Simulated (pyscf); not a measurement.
# Four-centre exchange: HO–AsH–OH + SiH₂ [singlet] → HO–AsH–O–SiH: [singlet] + H₂

Gas phase, singlet surface, charge 0. Bonds broken: O1–H4, Si7–H8. Bonds formed: O1–Si7, H4–H8. PySCF, gas phase, ωB97X-D3(BJ)/def2-SVP geometries.

Transition state (Å):

```xyz
9

O     -0.1364    -0.2016     0.8481
As     1.1858    -0.5227    -0.3547
O      1.9564     1.0739    -0.2543
H     -1.3125    -0.6853     0.8107
H      2.0473    -1.2372     0.6952
H      2.2221     1.2901     0.6499
Si    -1.4904     1.0509     0.3685
H     -2.2976    -0.4701     0.6458
H     -1.7619     1.4155     1.8232
```

One imaginary mode, 1472i cm⁻¹; descent along it reached the two sides named, in the forms told below.

```json
[
 {"bond": "O1–H4", "change": "breaks", "reactant side (Å)": "0.968", "saddle": "1.272", "product side": "3.2"},
 {"bond": "Si7–H8", "change": "breaks", "reactant side (Å)": "1.526", "saddle": "1.744", "product side": "2.6"},
 {"bond": "O1–Si7", "change": "forms", "reactant side (Å)": "1.997", "saddle": "1.906", "product side": "1.678"},
 {"bond": "H4–H8", "change": "forms", "reactant side (Å)": "2.8", "saddle": "1.022", "product side": "0.764"}
]
```

Electronic energies relative to the separated reactants (kcal/mol):

```csv
level,barrier,reaction energy,reverse barrier
ωB97X-D3(BJ)/def2-TZVP,0.8,-30.4,31.2
PBE/def2-TZVP,-2.9,-27.8,24.9
r²SCAN/def2-TZVP,-2.6,-30.1,27.5
B3LYP-D3(BJ)/def2-TZVP,1.4,-29.5,30.9
PBE0-D3(BJ)/def2-TZVP,-1.0,-27.3,26.3
M06-2X/def2-TZVP,1.7,-30.3,32.1
ωB97M-D3(BJ)/def2-TZVP,2.7,-27.9,30.6
HF/def2-TZVP,22.4,-22.6,45.0
```

With ωB97M-D3(BJ)/def2-TZVP energies and thermal terms (ideal gas, 1 atm, RRHO with modes under 100 cm⁻¹ raised to 100, one conformer, R ln 2 for chiral ones without a mode under 150 cm⁻¹), in kcal/mol:

```json
[
 {"T (K)": "298", "ΔH‡": "1.9", "ΔG‡": "13.4", "ΔH": "-29.7", "ΔG": "-26.9"},
 {"T (K)": "600", "ΔH‡": "1.9", "ΔG‡": "25.0", "ΔH": "-28.7", "ΔG": "-24.5"},
 {"T (K)": "900", "ΔH‡": "2.4", "ΔG‡": "36.5", "ΔH": "-27.9", "ΔG": "-22.6"},
 {"T (K)": "1200", "ΔH‡": "3.1", "ΔG‡": "47.8", "ΔH": "-27.3", "ΔG": "-20.9"}
]
```

On the reactant side the descent ends in an adduct with a O–Si contact, 20.8 kcal/mol under the separated species and 21.6 kcal/mol under the saddle at ωB97X-D3(BJ)/def2-TZVP. At PBE, r²SCAN, PBE0-D3(BJ) the saddle lies under the separated reactants, which points to a path from their complex (located at ωB97X-D3(BJ) alone). What is counted as formed (O–Si) is already present as a longer contact in the reactant adduct; forming that adduct is a step of its own. At the saddle there is also a short H–Si contact that neither side keeps. The same reactants have a lower exit, to HO–SiH₂–AsH–OH (barrier -12.8 kcal/mol at ωB97M-D3(BJ), against +2.7 kcal/mol here). One saddle was located; it need not be the lowest between these sides. Elements up to Kr have no core potential and no relativistic terms here.
